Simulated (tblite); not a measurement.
Run record: tight-binding relaxation, `[CH2][CH+]C(Cl)(Cl)Cl` [radical].

Computed with GFN2-xTB geometry optimisation, gas phase (tblite 0.8.0). Start geometry: from a force field or distance geometry. The command runs a driver script over a list of jobs; the input below is this job's line of settings and its coordinates in Å.

Command:
```bash
OMP_NUM_THREADS=1 python probes_run.py task.json out
```

Input:
```
{"job": {"kind": "relax", "xc": "GFN2-xTB", "basis": "xTB"}, "charge": 1, "multiplicity": 2}
C      1.554300    -0.139800    -0.336700
C      0.353600     0.285600     0.403500
C     -1.023700    -0.123400     0.138700
Cl    -1.283100    -0.920500    -1.418000
Cl    -2.180400     1.262600     0.217700
Cl    -1.598000    -1.219600     1.419900
H      2.276200     0.683200    -0.533000
H      1.397700    -0.781700    -1.189400
H      0.516900     0.959600     1.272100
```

Output:
```
step      E/eV     max force
  0    -571.27910    5.290
  1    -571.75982    2.242
  2    -571.88938    1.611
  3    -571.99367    1.150
  4    -572.05151    0.744
  5    -572.06944    0.325
  6    -572.07851    0.296
  7    -572.09188    0.352
  8    -572.09926    0.311
  9    -572.10990    0.302
... (45 lines left out)
 55    -572.19179    0.062
 56    -572.19207    0.048
 57    -572.19230    0.023
 58    -572.19237    0.017
 59    -572.19240    0.013
 60    -572.19241    0.013
 61    -572.19244    0.012
 62    -572.19246    0.016
 63    -572.19248    0.012
 64    -572.19248    0.006
```

«max force» is the largest atomic force in eV/Å.

Q: From which step on does the largest force stay under 0.1 eV/Å, and how much energy is left to gain from there?

A: From step 53 (0.095 eV/Å), 1.6 meV above the end.

Main results: energy lowered by 21.1 kcal/mol over 64 steps; largest atomic force 0.006 eV/Å at the end.

Q: Where do the atoms end?

A: 0.302 Å rms from the input after alignment:
```
atom  x, y, z in Å
C1     1.4015   -0.0879   -0.3395
C2     0.3369    0.4063    0.2780
C3    -1.1039   -0.0510    0.0382
Cl4   -1.4032   -0.7643   -1.5415
Cl5   -2.2887    1.2020    0.3903
Cl6   -1.0886   -1.3284    1.3374
H7     2.3639    0.3960   -0.2251
H8     1.3838   -0.9438   -0.9979
H9     0.4118    1.1771    1.0350
```

Time: 0.54 s of wall time. Hardware: one thread, AMD EPYC 7B13 (x86_64) (shared host).
Labels such as C1 count atoms from 1, the log's own numbers from 0.
